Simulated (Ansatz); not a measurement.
**CH3Si (doublet): from Hartree-Fock to the top rungs at distance Si1–C2 = 1.889 Å, cc-pVTZ**

Aim: climb from Hartree-Fock through coupled cluster and multireference methods for CH3Si (doublet) at one geometry and basis, and see what each rung misses.

The runs use Ansatz 0.2.0, Gaussian basis; cc-pVTZ, core rule «outside noble gas», up to 6 orbitals frozen.

Plan: UHF; CCSD(T) on ROHF; CCSD(T) on UHF; BCCD(T) on ROHF; CCSDT(Q) on ROHF; CCSDT(Q) on UHF; CASSCF and NEVPT2, 3 electrons in 3 orbitals.

## Step 1: What is computed

The geometry derives from a PBE0/def2-TZVP stationary point (not a proven minimum). One bond is set to the value named and the two fragments are kept rigid.

5 atoms, charge 0, spin multiplicity 2.

Atoms are counted from 1 here; the program's logs count them from 0.

Bond lengths: Si1–C2 1.889 Å, C2–H3 1.094 Å, C2–H4 1.094 Å, C2–H5 1.104 Å. Angles: Si1–C2–H3 114.9°, Si1–C2–H4 114.9°, Si1–C2–H5 103.3°, H3–C2–H4 109.8°, H3–C2–H5 106.5°, H4–C2–H5 106.5°.

## Step 2: UHF

Contents of in.yaml:

```yaml
crystal:
  periodic: [false, false, false]
  atoms:
    - {symbol: Si, position_ang: [-0.001312, 0.000000, 0.686035]}
    - {symbol: C, position_ang: [-0.011727, 0.000000, -1.202731]}
    - {symbol: H, position_ang: [-0.442590, -0.894419, -1.661140]}
    - {symbol: H, position_ang: [-0.442590, 0.894419, -1.661140]}
    - {symbol: H, position_ang: [1.061461, 0.000000, -1.461718]}
basis:
  gaussian: {orbitals: cc-pVTZ}
magnetization: {spin_polarized: true, initial_magnetization: 1}
hamiltonian: {xc: hf}
output: {orbitals: {seedname: orbitals}}
```

Launch:

```sh
> ansatz run in.yaml --threads 1 --pin off --events-out ev --progress --plain --max-ram 4096MiB --backend cpu
```

After this run come: CCSD(T) on ROHF; CCSD(T) on UHF; BCCD(T) on ROHF; CCSDT(Q) on ROHF; CCSDT(Q) on UHF; CASSCF and NEVPT2, 3 electrons in 3 orbitals.

Q: Predict the results of all the runs planned. Wanted: UCCSDT(Q) from the RHF energy; RMP2 from UCCSDT(Q); UMP2 from UCCSDT(Q); RCCSD from UCCSDT(Q); RCCSD(T) from UCCSDT(Q); UCCSD(T) from UCCSDT(Q); RCCSDT(Q) from UCCSDT(Q); NEVPT2 pair from UCCSDT(Q); T1 diagnostic.

As calculated:

```
                         quantity                                                   value
    UCCSDT(Q) from the ROHF energy                                              -8.3837 eV
              RMP2 from UCCSDT(Q)                                         +27.59 kcal/mol
              UMP2 from UCCSDT(Q)                                         +28.44 kcal/mol
             RCCSD from UCCSDT(Q)                                          +8.03 kcal/mol
          RCCSD(T) from UCCSDT(Q)                                          +0.91 kcal/mol
          UCCSD(T) from UCCSDT(Q)                                          +0.91 kcal/mol
         RCCSDT(Q) from UCCSDT(Q)                                          +0.03 kcal/mol
       NEVPT2 pair from UCCSDT(Q)                                         +27.55 kcal/mol
levels within 1 kcal/mol (43 meV)  RCCSD(T), UCCSD(T), BCCD(T), RCCSDT, UCCSDT, RCCSDT(Q)
                    T1 diagnostic                                                   0.018
```

RCCSD(T) misses by +0.91 kcal/mol, 0.5 % of the correlation energy. These misses are within one basis, not against nature; the frozen cores of restricted and unrestricted runs differ, which can shift their rows.
